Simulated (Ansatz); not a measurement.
**SO+ (quartet): from Hartree-Fock to the top rungs at distance O1–S2 = 1.513 Å, 6-31G**

How much of the correlation energy of SO+ (quartet) does each wave-function method recover here?

Computed with Ansatz 0.2.0, Gaussian basis. Level: 6-31G, core rule «outside noble gas», up to 6 orbitals frozen.

The runs, in order: UHF; CCSD(T) on ROHF; CCSD(T) on UHF; BCCD(T) on ROHF; CISD as a restricted active space (open shells left free, so some higher excitations enter); CCSDT(Q) on ROHF; CCSDT(Q) on UHF; CISDTQ; CCSDTQ on ROHF; CCSDTQ on UHF; CASSCF and MRCISD+Q, 5 electrons in 5 orbitals; CASSCF and NEVPT2, 5 electrons in 5 orbitals; CASSCF and MRCISD+Q, 11 electrons in 8 orbitals; CASSCF and MRCISD+Q(relaxed), 11 electrons in 8 orbitals; CASSCF and NEVPT2, 11 electrons in 8 orbitals; Full CI.

28 further runs of the same task are left out: 5 for a known fault of the program, 17 that didn't finish, 6 set aside as unsound or not needed. Runs told in other sessions of the task aren't counted.

## (1) The system

The geometry derives from a PBE0/def2-TZVP stationary point (not a proven minimum). One bond is set to the value named and the two fragments are kept rigid.

2 atoms, charge 1, spin multiplicity 4.

Atoms are counted from 1 here; the program's logs count them from 0.

Bond lengths: O1–S2 1.513 Å.

## (2) UHF

in.yaml

```yaml
crystal:
  periodic: [false, false, false]
  atoms:
    - {symbol: O, position_ang: [0.000000, 0.000000, 0.000000]}
    - {symbol: S, position_ang: [0.000000, 0.000000, 1.513000]}
basis:
  gaussian: {orbitals: 6-31G}
total_charge: 1
magnetization: {spin_polarized: true, initial_magnetization: 3}
hamiltonian: {xc: hf}
output: {orbitals: {seedname: orbitals}}
```

Run with:

```bash
ansatz run in.yaml --threads 1 --pin off --events-out ev --progress --plain --max-ram 2393MiB
```

Further steps of the session: CCSD(T) on ROHF; CCSD(T) on UHF; BCCD(T) on ROHF; CISD as a restricted active space (open shells left free, so some higher excitations enter); CCSDT(Q) on ROHF; CCSDT(Q) on UHF; CISDTQ; CCSDTQ on ROHF; CCSDTQ on UHF; CASSCF and MRCISD+Q, 5 electrons in 5 orbitals; CASSCF and NEVPT2, 5 electrons in 5 orbitals; CASSCF and MRCISD+Q, 11 electrons in 8 orbitals; CASSCF and MRCISD+Q(relaxed), 11 electrons in 8 orbitals; CASSCF and NEVPT2, 11 electrons in 8 orbitals; Full CI.

**Question.** What will the summary of the whole plan be? Wanted: FCI from the RHF energy; RMP2 from FCI; UMP2 from FCI; RCCSD from FCI; RCCSD(T) from FCI; UCCSD(T) from FCI; RCCSDT(Q) from FCI; UCCSDT(Q) from FCI; NEVPT2 pair from FCI.

As calculated:

```
                         quantity                                                                                                                                                    value
          FCI from the ROHF energy                                                                                                                                               -3.6618 eV
                    RMP2 from FCI                                                                                                                                             +42.6 kJ/mol
                    UMP2 from FCI                                                                                                                                             +40.0 kJ/mol
                   RCCSD from FCI                                                                                                                                              +8.2 kJ/mol
                RCCSD(T) from FCI                                                                                                                                              +2.4 kJ/mol
                UCCSD(T) from FCI                                                                                                                                              +2.3 kJ/mol
               RCCSDT(Q) from FCI                                                                                                                                              +0.1 kJ/mol
               UCCSDT(Q) from FCI                                                                                                                                               0.0 kJ/mol
             NEVPT2 pair from FCI                                                                                                                                             +39.4 kJ/mol
           MRCISD+Q pair from FCI                                                                                                                                              +3.3 kJ/mol
          NEVPT2 valence from FCI                                                                                                                                             +45.3 kJ/mol
levels within 1 kcal/mol (43 meV)  RCCSD(T), UCCSD(T), BCCD(T), RCCSDT, UCCSDT, CISDTQ, RCCSDT(Q), UCCSDT(Q), RCCSDTQ, UCCSDTQ, MRCISD+Q pair, MRCISD+Q valence, MRCISD+Q(relaxed) valence
                    T1 diagnostic                                                                                                                                                    0.029
   effectively unpaired electrons                                                                                                                                                     3.03
```

What this shows: RCCSD(T) misses by +2.4 kJ/mol, 0.7 % of the correlation energy. One determinant dominates. Of the multireference levels listed MRCISD+Q(relaxed) valence comes nearest in total energy (+0.6 kJ/mol), which doesn't show that its space is the better one. These misses are within one basis, not against nature; the frozen cores of restricted and unrestricted runs differ, which can shift their rows.

Levels on UHF freeze UHF's core orbitals, full CI those of ROHF, so the U rows can settle a little off it for that reason alone.

With open shells the CI space here admits some higher excitations, so it is larger than plain CISD.
